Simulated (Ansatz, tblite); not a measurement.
**PPPAs tetrahedron (AsP₃): a ladder of methods and basis sets**

The task here is to estimate one member of a computed series from the others.

Program: Ansatz 0.2.0, Gaussian basis. Level of theory: as each input shows. These are calculated values, not measurements.

Plan: GFN1-xTB, GFN2-xTB, PBE-D4/def2-TZVP, r2SCAN-D4/def2-TZVP, LDA/def2-TZVP, BLYP-D4/def2-TZVP, LC-ωPBE/def2-TZVP, r2SCANh-D4/def2-TZVP, BHLYP-D4/def2-TZVP, B2PLYP/def2-TZVP, ωB97M-V/def2-TZVP, PBE-D4/def2-SVP, PBE0-D4/def2-SVP, HF/6-31G, B3LYP-D4/6-31G, PBE0-D4/def2-TZVPD, PBE-D4/def2-TZVPD, r2SCAN-D4/def2-TZVPD, CCSD(T)/def2-TZVPP, MP2/def2-TZVP, RPA/def2-TZVP.

## The structure

The singlet was relaxed beforehand with r2SCAN-D4/def2-SVP.

4 atoms, charge 0, spin multiplicity 1.

Bond lengths: P1–P2 2.216 Å, P1–P3 2.216 Å, P1–As4 2.324 Å, P2–P3 2.216 Å, P2–As4 2.324 Å, P3–As4 2.324 Å. Angles: P2–P1–P3 60.0°, P2–P1–As4 61.5°, P3–P1–As4 61.5°, P1–P2–P3 60.0°, P1–P2–As4 61.5°, P3–P2–As4 61.5°, P1–P3–P2 60.0°, P1–P3–As4 61.5°, P2–P3–As4 61.5°, P1–As4–P2 57.0°, P1–As4–P3 57.0°, P2–As4–P3 57.0°.

PBE0-D4/def2-TZVP was run before; its log isn't repeated, and its numbers join the tables.

The first run:

Tight binding, by tblite at 300 K electronic temperature and without a spin-polarisation term:

```python
tblite.interface.Calculator('GFN1-xTB', numbers, positions, charge=0, uhf=0).singlepoint()
```

Tight binding, by tblite at 300 K electronic temperature and without a spin-polarisation term:

```python
tblite.interface.Calculator('GFN2-xTB', numbers, positions, charge=0, uhf=0).singlepoint()
```

start.molden holds the orbitals of an earlier run on this state, given as this run's starting guess.

Input file in.yaml:

```yaml
crystal:
  periodic: [false, false, false]
  atoms:
    - {symbol: P, position_ang: [-0.426226, -0.224638, 1.280641]}
    - {symbol: P, position_ang: [0.105888, -1.208764, -0.632305]}
    - {symbol: P, position_ang: [1.246364, 0.561569, 0.057799]}
    - {symbol: As, position_ang: [-0.926016, 0.871833, -0.706145]}
basis:
  gaussian: {orbitals: def2-TZVP, initial_orbitals: start.molden}
hamiltonian: {xc: pbe, dispersion: d4}
scf: {omitted_lower_state_checks: [starts]}
output: {orbitals: {seedname: orbitals}}
```

Started as:

```sh
$ ansatz run in.yaml --threads 4 --pin off --events-out ev --progress --plain --max-ram 3916MiB
```

Steps of the session up to this table: PBE-D4/def2-TZVP; r2SCAN-D4/def2-TZVP; LDA/def2-TZVP; BLYP-D4/def2-TZVP; LC-ωPBE/def2-TZVP; r2SCANh-D4/def2-TZVP; BHLYP-D4/def2-TZVP; B2PLYP/def2-TZVP; ωB97M-V/def2-TZVP; PBE-D4/def2-SVP; PBE0-D4/def2-SVP; HF/6-31G; B3LYP-D4/6-31G; PBE0-D4/def2-TZVPD; PBE-D4/def2-TZVPD; r2SCAN-D4/def2-TZVPD; CCSD(T)/def2-TZVPP; MP2/def2-TZVP; RPA/def2-TZVP.

One of the session's tables, all rows but one given; the rest of the session is left out.

It belongs to the step «Levels side by side». 

| level | HOMO (eV) | gap (eV) |
| --- | --- | --- |
| HF/6-31G | -9.98 | 11.37 |
| LDA/def2-TZVP | -6.56 | 4.63 |
| PBE-D4/def2-SVP | -6.49 | 4.77 |
| PBE-D4/def2-TZVP | -6.41 | 4.66 |
| PBE-D4/def2-TZVPD | -6.44 | 4.63 |
| BLYP-D4/def2-TZVP | -6.17 | 4.59 |
| r2SCAN-D4/def2-TZVP | -6.68 | 5.03 |
| r2SCAN-D4/def2-TZVPD | -6.69 | 5.01 |
| r2SCANh-D4/def2-TZVP | -7.03 | 5.67 |
| B3LYP-D4/6-31G | -7.63 | 6.11 |
| PBE0-D4/def2-SVP | ? | ? |
| PBE0-D4/def2-TZVP | -7.39 | 6.40 |
| PBE0-D4/def2-TZVPD | -7.40 | 6.35 |
| BHLYP-D4/def2-TZVP | -8.13 | 8.08 |
| LC-ωPBE/def2-TZVP | -9.78 | 10.82 |
| ωB97M-V/def2-TZVP | -9.22 | 10.17 |

**Question.** Estimate the row for PBE0-D4/def2-SVP.

As computed: HOMO (eV): -7.52; gap (eV): 6.54. In the column «HOMO (eV)» it lies between B3LYP-D4/6-31G (-7.63) and PBE0-D4/def2-TZVPD (-7.40).
